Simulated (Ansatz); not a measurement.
Job for Ansatz (a program for electronic structure): R-wB97X-V/def2-TZVPPD on C2H2 (SMILES C#C). Files ending in .json are basis or fitting sets from the Basis Set Exchange.

Ansatz 0.2 input:
```yaml
crystal:
  periodic: [false, false, false]
  atoms:
    - {symbol: H, position_ang: [0.00000000, 1.67189100, -2.21255500]}
    - {symbol: C, position_ang: [0.00000000, 0.60529300, -2.19955900]}
    - {symbol: C, position_ang: [0.00000000, -0.60529300, -2.19955900]}
    - {symbol: H, position_ang: [0.00000000, -1.67189100, -2.21255500]}
basis:
  gaussian:
    orbitals: def2-TZVPPD.json
hamiltonian:
  xc: {name: wB97X-V}
scf: {lower_state_search: off}
```

The log:

```
WARN ansatz: RAYON_NUM_THREADS=2 ignored (pool sized by the plan → 2); use --threads N
Functional definition: wB97X-V
these checks for a lower state are left out or cut short: stability, starts, cluster_reference, orbital_swaps, neighbouring_geometries, increment
integrals: 0.02 GiB planned
466 factors; their error is unknown
integrals: 0.06 GiB planned
146 factors; integrals over basis functions are off by at most 7.7e-5 eV
mean field: 0.31 GiB planned
mean field evaluation 1: about -2102.3531 eV, gradient 3.0e1 eV
mean field evaluation 2: about -2103.7091 eV, gradient 1.7e1 eV
mean field evaluation 4: about -2104.3189 eV, gradient 7.5e-2 eV
mean field evaluation 8: about -2104.3171 eV, gradient 6.7e-4 eV
mean field -2104.31711879 eV, -77.3322277582 hartree, gradient 1.7e-6 eV, S^2 0.000000; 0 other end points of the search recorded, 0 dependent functions left out
reference -2104.31711749 eV, -77.3322277105 hartree; 7, 7 occupied and 101, 101 virtual orbitals, 466 factors
Total energy: -2104.31711749 eV, -77.3322277105 hartree
Checks for a lower state left out: stability, starts, cluster_reference, orbital_swaps, neighbouring_geometries, increment
```

Self-consistency was reached.

Cost: about 1.5 core-seconds (a rough figure).
